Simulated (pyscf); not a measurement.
Hydrogen abstraction: `[CH2]=[SiH2]` + `[H]` [doublet] → `[CH2]=[SiH]` [doublet] + `[H][H]`

Gas phase, doublet surface, charge 0. Bonds broken: Si2–H6. Bonds formed: H5–H6. Optimised with ωB97X-D3(BJ)/def2-SVP in PySCF.

Transition state (Å):

```xyz
7

C     -0.3321    -0.9223     0.9137
Si     0.4146     0.5700     0.5792
H      0.2436    -1.8392     1.0730
H     -1.4199    -1.0259     0.9832
H      3.1947     0.7671     0.4166
H      1.9756     0.7168     0.4803
H     -0.3401     1.8317     0.3583
```

One imaginary mode, 1035i cm⁻¹; descent along it reached the two sides named.

| bond | change | reactant side (Å) | saddle | product side |
|---|---|---|---|---|
| Si2–H6 | breaks | 1.483 | 1.571 | 3.2 |
| H5–H6 | forms | 3.4 | 1.222 | 0.760 |

Electronic energies relative to the separated reactants (kcal/mol):

```csv
level,barrier,reaction energy,reverse barrier
ωB97X-D3(BJ)/def2-TZVP,5.0,-11.1,16.0
PBE/def2-TZVP,0.3,-14.3,14.6
r²SCAN/def2-TZVP,-0.9,-16.2,15.3
B3LYP-D3(BJ)/def2-TZVP,0.4,-15.2,15.6
PBE0-D3(BJ)/def2-TZVP,2.0,-12.8,14.8
M06-2X/def2-TZVP,5.5,-15.5,21.0
ωB97M-D3(BJ)/def2-TZVP,5.0,-11.9,16.9
HF/def2-TZVP,13.3,-12.8,26.1
```

With ωB97M-D3(BJ)/def2-TZVP energies and thermal terms (ideal gas, 1 atm, RRHO with modes under 100 cm⁻¹ raised to 100, one conformer, R ln 2 for rigid chiral ones), in kcal/mol:

| T (K) | ΔH‡ | ΔG‡ | ΔH | ΔG |
|---|---|---|---|---|
| 298 | 3.5 | 9.3 | -11.2 | -12.9 |
| 600 | 3.2 | 15.4 | -11.2 | -14.7 |
| 900 | 3.1 | 21.4 | -11.6 | -16.4 |
| 1200 | 3.0 | 27.6 | -12.3 | -17.9 |

At r²SCAN this geometry lies under the reactants; that is no barrier but a single point on another level's saddle; such a level's own saddle, if it has one, lies nearer that side and is low. One saddle was located; it need not be the lowest between these sides. The angle at the transferred H is 177°.
